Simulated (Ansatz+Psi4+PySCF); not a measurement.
```xyz
2

Li    0.0000    0.0000    1.6638
Li    0.0000    0.0000   -1.6638
```

Basis set: cc-pCVTZ (spherical functions). All electrons are correlated. Charge 0, multiplicity 1.

Computed with Ansatz (development build ahead of 0.2.0) and Psi4 1.11; each method stands on the lowest determinant of its kind that the runs found. Restricted open shells among the atoms or ions are ROHF, correlated in semicanonical orbitals with singles.

(1) Give the vertical ionization energy (product with multiplicity 2 at the same shape, open shells in the same class of orbitals) of singlet Li2 by RHF-CCSD(T), RHF-CCSD, RHF-MP2, RHF.

Answers

(1)

| method | ionization energy |
| --- | --- |
| RHF-CCSD(T) | 4.94 eV |
| RHF-CCSD | 4.93 eV |
| RHF-MP2 | 4.68 eV |
| RHF | 4.10 eV |

Caution: unrestricted orbitals would lower the determinant.
